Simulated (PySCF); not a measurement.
Input of a run (PBE0-D3(BJ)/def2-SVP geometry optimisation, gas phase (PySCF 2.14.0)), started from GFN2-xTB:
```
{"job": {"xc": "PBE0", "basis": "def2-SVP", "d3": "d3bj", "grid": 1, "maxiter": 30, "shake": 0.01, "kind": "geom"}, "charge": 0, "multiplicity": 1}
N      0.025980    -0.022860     0.273520
H      0.918820    -0.200590    -0.108960
H     -0.650550    -0.702860    -0.095120
H     -0.256250     0.900940    -0.102450
```

Output (energies in Eh, forces in Eh/bohr):
```
step   0  E = -56.43980887  max force = 0.036037
step   1  E = -56.42692814  max force = 0.098287
step   2  E = -56.43960991  max force = 0.022457
step   3  E = -56.44130332  max force = 0.005143
step   4  E = -56.44134688  max force = 0.000617
step   5  E = -56.44134781  max force = 0.000060
optimisation converged
```

Problem. Summarise the run.

Solution. The energy falls by 0.97 kcal/mol over 6 energy and gradient evaluations, the largest force component goes from 0.0360 to 6.0e-05 Eh/bohr, and the atoms move by 0.023 Å rms after alignment. The bond that changes most is N1–H2 (ammonia nitrogen to N–H hydrogen), which lengthens by 0.032 Å. Bonds longer at the end by more than 0.005 Å: 1 of 3; shorter: 2. Among the angles that change most is H2–N1–H3, from 109.7° to 105.3°. The energy rose by more than 1e-6 Eh at step 1.

Problem. What are the final bond lengths?

Solution. N1–H2 1.020 Å, N1–H3 1.020 Å, N1–H4 1.020 Å. Numbering counts from 1 in the input's order; the species is `N` (NH3).

The run used 29 basis functions and 36 SCF cycles in all.

Whether it is a minimum is left open (no frequencies).
